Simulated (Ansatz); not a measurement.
A made-up structure of BSiH4S, doublet:

```xyz
7
angstrom
B -1.6455 -0.7542 -0.2784
S -0.1730 -1.2655 0.5089
Si 0.9261 0.5548 0.0974
H -2.6621 -1.3636 -0.3849
H 1.0378 0.7466 -1.3662
H 0.2395 1.7027 0.7317
H 0.4869 -2.3933 0.8860
```

It is relaxed with PBE-D4/def2-SVP and then PBE0-D4/def2-TZVP (Ansatz 0.2.0). Atoms count as bonded within 1.22 times the sum of their covalent radii (H–H: 0.88 Å). The end point is not checked to be a true minimum.

(1) Does its bonding change? (Judge from chemistry; the calculation decides.)

Results:

(1) The calculation gives: Yes. Formed: B1–Si3, B1–H5; broken: Si3–H5.

Where it ends: The first stage lowers the energy by 3.25 eV in 22 steps. It ends as BSiH₄S ([BH2]1[SiH][SH]1):
```
atom    x (Å)    y (Å)    z (Å)
  B1  -0.9058  -0.4093  -0.5830
  S2  -0.3571  -0.9656   1.2524
 Si3   0.9772   0.1723  -0.2154
  H4  -1.1381  -1.3343  -1.2964
  H5  -1.6360   0.5375  -0.4979
  H6   1.1648   1.4105   0.6140
  H7   0.1048  -2.1836   0.9209
```

Labels in which every atom is bracketed show which atoms are joined, not bond orders.

For scale, one of the runs: PBE0-D4/def2-TZVP relaxation, 129 basis functions, launched by `ansatz run in.yaml --threads 2 --pin off --events-out ev --progress --plain --max-ram 4352MiB`. The run took about 52 s on 2 CPU threads of an Arm Neoverse N1 (shared host).
